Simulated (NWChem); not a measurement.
System: Na2; SMILES [Na][Na]

The following NWChem deck was run.

```
start job
memory heap 200 mb stack 900 mb global 1100 mb
geometry units angstroms noautosym nocenter noautoz
  Na     0.000000     0.000000    -1.562476
  Na     0.000000     0.000000     1.562476
end
basis spherical
  * library def2-svp
end
dft
  xc b3lyp
  iterations 150
end
property
  efieldgrad
end
task dft property
```

Parts of the log:

```
             Northwest Computational Chemistry Package (NWChem) 7.3.0
             --------------------------------------------------------

                             Geometry "geometry" -> ""
                             -------------------------

 Output coordinates in angstroms (scale by  1.889725989 to convert to a.u.)

  No.       Tag          Charge          X              Y              Z
 ---- ---------------- ---------- -------------- -------------- --------------
    1 Na                  11.0000     0.00000000     0.00000000    -1.56247600
    2 Na                  11.0000     0.00000000     0.00000000     1.56247600

 Effective nuclear repulsion energy (a.u.)      20.4900578086

                              NWChem Property Module
                              ----------------------

  itol2e modified to match energy
  convergence criterion.

                                 NWChem DFT Module
                                 -----------------

 Summary of "ao basis" -> "ao basis" (spherical)
 ------------------------------------------------------------------------------
       Tag                 Description            Shells   Functions and Types
 ---------------- ------------------------------  ------  ---------------------
 Na                         def2-svp                 7       15   4s2p1d

  itol2e modified to match energy
  convergence criterion.

            General Information
            -------------------
          SCF calculation type: DFT
          Wavefunction type:  closed shell.
          No. of atoms     :     2
          No. of electrons :    22
           Alpha electrons :    11
            Beta electrons :    11
          Charge           :     0
          Spin multiplicity:     1
          Use of symmetry is: off; symmetry adaption is: off
          Maximum number of iterations: 150
          AO basis - number of functions:    30
                     number of shells:    14
          Convergence on energy requested:  1.00D-07
          Convergence on density requested:  1.00D-05
          Convergence on gradient requested:  5.00D-04

              XC Information
              --------------
                         B3LYP Method XC Potential
                     Hartree-Fock (Exact) Exchange  0.200
                        Slater Exchange Functional  0.800 local
                    Becke 1988 Exchange Functional  0.720 non-local
              Lee-Yang-Parr Correlation Functional  0.810
                  VWN I RPA Correlation Functional  0.190 local

             Grid Information
             ----------------
          Grid used for XC integration:  fine
          Radial quadrature: Mura-Knowles
          Angular quadrature: Lebedev.
          Tag              B.-S. Rad. Rad. Pts. Rad. Cut. Ang. Pts.
          ---              ---------- --------- --------- ---------
          Na                  1.80      123          15.0       770
          Grid pruning is: on
          Number of quadrature shells:   246
          Spatial weights used:  Erf1

      Superposition of Atomic Density Guess
      -------------------------------------

 Sum of atomic energies:        -323.58521921

      Non-variational initial energy
      ------------------------------

 Total energy =    -323.540367
 1-e energy   =    -496.337600
 2-e energy   =     152.307175
 HOMO         =      -0.141675
 LUMO         =      -0.019870

   convergence    iter        energy       DeltaE   RMS-Dens  Diis-err
 ---------------- ----- ----------------- --------- --------- ---------
 d= 0,ls=0.0,diis     1   -324.4851988001 -3.45D+02  1.88D-02  1.78D-02
 d= 0,ls=0.0,diis     2   -324.4894477984 -4.25D-03  1.31D-03  1.09D-04
 d= 0,ls=0.0,diis     3   -324.4895383737 -9.06D-05  5.58D-04  7.40D-06
 d= 0,ls=0.0,diis     4   -324.4895433556 -4.98D-06  4.91D-05  4.67D-08
 d= 0,ls=0.0,diis     5   -324.4895433930 -3.74D-08  5.95D-06  1.11D-09

         Total DFT energy =     -324.489543393047
      One electron energy =     -496.807885013811
           Coulomb energy =      180.710142683654
    Exchange-Corr. energy =      -28.881858871447
 Nuclear repulsion energy =       20.490057808556

 Numeric. integr. density =       22.000000005886

                       DFT Final Molecular Orbital Analysis
                       ------------------------------------

 Vector    9  Occ=2.000000D+00  E=-1.136378D+00
              MO Center= -1.6D-11,  1.8D-11, -2.0D-05, r^2= 2.7D+00
   Bfn.  Coefficient  Atom+Function         Bfn.  Coefficient  Atom+Function
  ----- ------------  ---------------      ----- ------------  ---------------
     6      0.527859  1 Na py                21     -0.527852  2 Na py
     5     -0.467851  1 Na px                20      0.467846  2 Na px

 Vector   10  Occ=2.000000D+00  E=-1.135746D+00
              MO Center= -5.7D-12,  4.3D-12, -2.2D-06, r^2= 2.7D+00
   Bfn.  Coefficient  Atom+Function         Bfn.  Coefficient  Atom+Function
  ----- ------------  ---------------      ----- ------------  ---------------
     7      0.705629  1 Na pz                22      0.705628  2 Na pz

 Vector   11  Occ=2.000000D+00  E=-1.281835D-01
              MO Center=  1.3D-09, -1.4D-09,  1.2D-08, r^2= 6.4D+00
   Bfn.  Coefficient  Atom+Function         Bfn.  Coefficient  Atom+Function
  ----- ------------  ---------------      ----- ------------  ---------------
     3      0.387757  1 Na s                 18      0.387757  2 Na s
     2      0.217253  1 Na s                 17      0.217253  2 Na s
     4      0.205550  1 Na s                 19      0.205550  2 Na s
    10      0.046423  1 Na pz                25     -0.046423  2 Na pz
     1     -0.034705  1 Na s                 16     -0.034705  2 Na s

 Vector   12  Occ=0.000000D+00  E=-5.366390D-02
              MO Center=  1.8D-09, -1.9D-09,  5.4D-09, r^2= 1.2D+01
   Bfn.  Coefficient  Atom+Function         Bfn.  Coefficient  Atom+Function
  ----- ------------  ---------------      ----- ------------  ---------------
     4      0.642236  1 Na s                 19     -0.642236  2 Na s
     3      0.246642  1 Na s                 18     -0.246642  2 Na s
    10     -0.193727  1 Na pz                25     -0.193727  2 Na pz
     2      0.176766  1 Na s                 17     -0.176766  2 Na s
     7      0.043974  1 Na pz                22      0.043974  2 Na pz

 Vector   13  Occ=0.000000D+00  E=-9.605829D-03
              MO Center= -8.2D-10,  9.7D-10,  2.3D-08, r^2= 8.5D+00
   Bfn.  Coefficient  Atom+Function         Bfn.  Coefficient  Atom+Function
  ----- ------------  ---------------      ----- ------------  ---------------
     9      0.453794  1 Na py                24      0.453794  2 Na py
     8     -0.391868  1 Na px                23     -0.391868  2 Na px
     6     -0.076822  1 Na py                21     -0.076822  2 Na py
     5      0.066338  1 Na px                20      0.066338  2 Na px

 Vector   14  Occ=0.000000D+00  E=-9.605829D-03
              MO Center=  5.2D-10, -5.0D-10,  2.2D-08, r^2= 8.5D+00
   Bfn.  Coefficient  Atom+Function         Bfn.  Coefficient  Atom+Function
  ----- ------------  ---------------      ----- ------------  ---------------
     8      0.453794  1 Na px                23      0.453794  2 Na px
     9      0.391868  1 Na py                24      0.391868  2 Na py
     5     -0.076822  1 Na px                20     -0.076822  2 Na px
     6     -0.066338  1 Na py                21     -0.066338  2 Na py

     Multipole analysis of the density
     ---------------------------------

     L   x y z        total         alpha         beta         nuclear
     -   - - -        -----         -----         ----         -------
     0   0 0 0     -0.000000    -11.000000    -11.000000     22.000000

[...]

          -----------------------
          Electric field gradient
          -----------------------

 1 a.u. = 0.324123 10**(16) esu/cm**3  ( or statvolts/cm**2 ) = 0.97174 10**(22) v/m**2

 ------------------------------------------------------------
   Atom      X         Y         Z
 ------------------------------------------------------------
    1 Na   0.00000   0.00000  -2.95265
 ------------------------------------------------------------

 Electric field gradient in molecular frame (a.u.)
         XX             YY             ZZ             XY             XZ             YZ
 ------------------------------------------------------------------------------------------
        0.010201       0.010201      -0.020402       0.000000      -0.000000      -0.000000

 Principal components (a.u.) and orientation
 of principal axis w.r.t. absolute frame                      Asymmetry parameter eta
 --------------------------------------------------------------------------------------
       -0.020402       0.010201       0.010201                       0.000000

        0.000000       0.707107       0.707107
        0.000000       0.707107      -0.707107
        1.000000      -0.000000       0.000000

 ------------------------------------------------------------
   Atom      X         Y         Z
 ------------------------------------------------------------
    2 Na   0.00000   0.00000   2.95265
 ------------------------------------------------------------

 Electric field gradient in molecular frame (a.u.)
         XX             YY             ZZ             XY             XZ             YZ
 ------------------------------------------------------------------------------------------
        0.010201       0.010201      -0.020402       0.000000      -0.000000       0.000000

 Principal components (a.u.) and orientation
 of principal axis w.r.t. absolute frame                      Asymmetry parameter eta
 --------------------------------------------------------------------------------------
       -0.020402       0.010201       0.010201                       0.000000

        0.000000       0.693150       0.720793
       -0.000000       0.720793      -0.693150
        1.000000      -0.000000      -0.000000
```

Level: B3LYP/def2-SVP. Structure relaxed at the PBE0/def2-SVP level. B3LYP is NWChem's, with the RPA form of VWN correlation. NWChem prints the field gradient with the sign opposite to the second derivative of the potential.
